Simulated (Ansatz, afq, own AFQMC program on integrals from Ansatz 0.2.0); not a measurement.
# Where AFQMC and coupled cluster stand for GeNH2, quartet

| atom | x (Å) | y (Å) | z (Å) |
| --- | --- | --- | --- |
| Ge | 0.0054 | 0.0527 | 0.3941 |
| N | -0.0884 | -0.2114 | -1.9492 |
| H | 0.2873 | -1.3100 | 1.0941 |
| H | 0.5527 | 0.4473 | -2.4076 |

Connectivity, by distances: GeH–NH.

Basis cc-pVDZ. Noble-gas cores (and the filled d shells of Ga–Kr and In–Xe) are frozen. Ansatz 0.2.0 and our own AFQMC program on the same integrals; the CISD trial comes from CCSD amplitudes, and released means the phaseless constraint is let go. ± is one standard error of the sampling. No spin–orbit coupling.

Determinant: UHF, the one that the program's search chose, which needn't be the lowest solution. The geometry is a point of a scan.

No full CI on the walks' own integrals is used here; CCSDT(Q) serves as the reference and is uncertain by about the last step of the cluster series.

Cautions: no relativity below Rb; no spin-orbit coupling; inner d shell frozen; lower spins were not checked; unrestricted determinant spin contaminated (⟨S²⟩ 3.86 against 3.75).

```
T1 diagnostic                               : 0.0371
weight of the determinant in the CISD state : 0.859
⟨S²⟩ of the determinant                     : 3.861
size of the correlated space                : 11 electrons in 36 orbitals
```

Reference: CCSDT(Q), correlation energy -6.138 eV. The released energy is read at 2.40 1/Eh (meV from the phaseless value at times in 1/Eh: -10 ± 13 at 0.24, -19 ± 12 at 0.51, -32 ± 11 at 0.99, -19 ± 14 at 1.62, -25 ± 18 at 2.40).

```
         level  E − E(reference) (kJ/mol)  share of correlation (%)
            HF                      592.2                      0.00
           MP2                      131.8                     77.74
          CCSD                       20.9                     96.48
       CCSD(T)                        6.1                     98.97
         CCSDT                        1.3                     99.79
 ph-AFQMC/CISD                  2.8 ± 1.0                     99.53
released AFQMC                  0.4 ± 1.7                     99.93
```

Released energies are given only where the last usable release times agree within the noise; a slower fall can still hide under it.
